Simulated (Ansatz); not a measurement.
# NSi2: the cost of one run

The runs use Ansatz 0.2.0, Gaussian basis; def2-QZVPP, core rule «outside noble gas», up to 11 orbitals frozen.

Plan: UHF; ROHF; CCSD(T) on UHF.

## (1) The geometry

The geometry is a PBE0/def2-TZVP stationary point (not a proven minimum) of the parent state, kept for this charge and spin.

3 atoms, charge 1, spin multiplicity 5.

Atoms are counted from 1 here; the program's logs count them from 0.

Bond lengths: Si1–N2 1.661 Å, N2–Si3 1.597 Å. Angles: Si1–N2–Si3 180.0°.

## (2) UHF

Input file in.yaml:

```yaml
crystal:
  periodic: [false, false, false]
  atoms:
    - {symbol: Si, position_ang: [0.000000, 0.000000, 1.639800]}
    - {symbol: N, position_ang: [0.000000, 0.000000, -0.021300]}
    - {symbol: Si, position_ang: [0.000000, 0.000000, -1.618500]}
basis:
  gaussian: {orbitals: "def2-QZVPP.json"}
total_charge: 1
magnetization: {spin_polarized: true, initial_magnetization: 4}
hamiltonian: {xc: hf}
output: {orbitals: {seedname: orbitals}}
```

Started as:

```
$ ansatz run in.yaml --threads 1 --pin off --events-out ev --progress --plain --max-ram 2560MiB --backend cpu
```

**Question.** How long does this run take on 1 thread of AMD EPYC 7R13, shared host, and how much memory does it need?

About 39 s, with a peak of 0.57 GiB.
